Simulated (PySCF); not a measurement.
C3H2ClNS.
Geometry (PBE0-D3(BJ)/def2-SVP, Å), atoms numbered from 1 in this order:
```
atom  x, y, z in Å
Cl1    3.171   -0.039   -0.053
C2     1.484    0.202   -0.074
C3     0.504   -0.686    0.293
C4    -0.769   -0.078    0.121
N5    -0.788    1.154   -0.332
S6     0.760    1.679   -0.588
H7     0.690   -1.696    0.657
H8    -1.723   -0.568    0.340
```

The closed-shell ground state was solved at several levels (PySCF, density fitting, gas phase, non-relativistic).

| level | basis functions | total energy (Eh) | HOMO (eV) | LUMO (eV) | gap (eV) | dipole (D) |
| --- | --- | --- | --- | --- | --- | --- |
| wB97X-D/pcSseg-2 | 258 | -1028.6795 | -9.51 | 0.36 | 9.87 | 1.73 |
| PBE0/pcSseg-1 | 126 | -1028.0937 | -7.77 | -1.33 | 6.44 | 1.69 |

(1) What might PBE0/def2-SVPD (150 basis functions) give for the same quantities?

(2) Over all these levels, which gives the widest orbital gap and which the narrowest?

(3) How far do the dipole and the HOMO energy spread over the levels?

Results:

(1) Total energy -1027.7803 Eh, HOMO -7.78 eV, LUMO -1.43 eV, gap 6.35 eV, dipole 1.70 D.

(2) wB97X-D/pcSseg-2 (range-separated hybrid) has the widest, 9.87 eV, and PBE0/def2-SVPD (global hybrid, 25 % exact exchange) the narrowest, 6.35 eV. Functional and basis both differ between the two, so the spread mixes both effects.

(3) The dipole runs from 1.69 to 1.73 D (mean 1.71 D) and the HOMO from -9.51 to -7.77 eV.

wB97X-D is run here without its empirical dispersion term; that term would change no orbital, density or response property at a fixed geometry.
